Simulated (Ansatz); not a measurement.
The first iterations of a band of AlH3O (5 atoms, charge 0, multiplicity 1).

These are results of Ansatz, RKS BLYP-D4/def2-mTZVP, not measurements.

```
movable images  : 3
climbing image  : yes
spring          : 5.0 eV/Å²
optimiser       : quadratic models (default)
start path      : through a guess of the saddle point
force threshold : 0.05 eV/Å
iteration limit : 60
end points      : relaxed
```

First end point:

```xyz
5
Properties=species:S:1:pos:R:3
Al 0.353 -0.084 0.185
H 0.237 -0.186 1.768
H 1.690 0.212 -0.608
O -1.039 -0.301 -0.807
H -1.913 -0.488 -0.423
```

Last end point:

```xyz
5
Properties=species:S:1:pos:R:3
Al -0.729 -0.210 -2.186
H 1.108 0.025 1.107
H 1.707 0.126 1.543
O -1.012 -0.319 -0.484
H -1.746 -0.469 0.135
```

| iteration | highest image above the first end (eV) | largest band force component (eV/Å) |
| --- | --- | --- |
| 1 | 32.120 | 149.330 |
| 2 | 11.749 | 58.378 |
| 3 | 5.548 | 28.549 |
| 4 | 2.575 | 13.547 |
| 5 | 2.695 | 7.137 |
| 6 | 4.479 | 31.801 |
| 7 | 3.398 | 23.943 |
| 8 | 2.612 | 9.430 |
| 9 | 2.063 | 3.319 |
| 10 | 1.641 | 1.648 |
| 11 | 1.323 | 1.673 |
| 12 | 1.196 | 0.590 |
| 13 | 1.119 | 0.541 |
| 14 | 1.122 | 1.707 |
| 15 | 1.131 | 1.176 |
| 16 | 1.221 | 1.342 |
| 17 | 1.288 | 1.692 |
| 18 | 0.970 | 1.391 |
| 19 | 1.112 | 2.674 |

Does the band converge within its limit, and where does its top end?

It converged. It ended after 59 iterations with the highest image 3.270 eV above the first end. Neighbouring images differ by up to 3.3 eV, so the band resolves the path poorly. The order of the point at the top wasn't checked. So few images can step over the top or miss a turn of the path. The orbitals stay closed-shell, which can raise the energy where a bond breaks towards radicals; this wasn't checked here.

Run time: 91 s on 1 thread of Intel(R) Xeon(R) 6975P-C (Granite Rapids) (shared host), peak memory 0.11 GiB.
